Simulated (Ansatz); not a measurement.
Born–Oppenheimer molecular dynamics of F₂H₂Si (5 atoms, charge 0, multiplicity 1). It starts at the highest image of a converged band. Of that band: Neighbouring images differ by up to 1.6 eV, so the band resolves the path poorly. A vibrational analysis at the climbing image gives one clearly imaginary mode, 1202i cm⁻¹: a first-order saddle point.

The calculation used RKS PBE0-D4/def2-SVP in Ansatz 0.2.0.

| Property | Result |
| --- | --- |
| ensemble | NVE (velocity Verlet) |
| time step | 0.5 fs |
| steps asked | 200 |
| starting velocities drawn for | 300 K |
| seed | 10644 |

First frame:

```xyz
5
Properties=species:S:1:pos:R:3
Si -0.307 0.044 0.303
H 0.962 -0.048 1.376
F 1.631 -0.005 0.438
H -0.486 1.173 -0.679
F -0.619 -1.270 -0.602
```

Problem. How far do the bonds stretch over the last three quarters of this one trajectory? (Pairs bonded in most of those frames.)

Solution. 
| bond | mean (Å) | spread (Å) | shortest | longest |
| --- | --- | --- | --- | --- |
| Si1–H2 | 1.574 | 0.190 | 1.27 | 2.00 |
| Si1–F3 | 1.693 | 0.138 | 1.46 | 1.86 |
| Si1–H4 | 1.588 | 0.133 | 1.33 | 1.89 |
| Si1–F5 | 1.624 | 0.042 | 1.55 | 1.68 |

Mean temperature of the second half: 4306 K. The conserved energy stayed within 1.8 meV per atom of its start (net change -0.41 meV per atom), so the integration is sound. The system heated up, since it started high on the potential surface and ran downhill. A run of 0.1 ps of so small a system gives no equilibrium averages. The orbitals stay closed-shell, which can raise the energy where a bond breaks towards radicals; this wasn't checked here.

Time of the run: 3.3 min on 1 thread of Arm Neoverse V2 (shared host), peak memory 0.098 GiB.
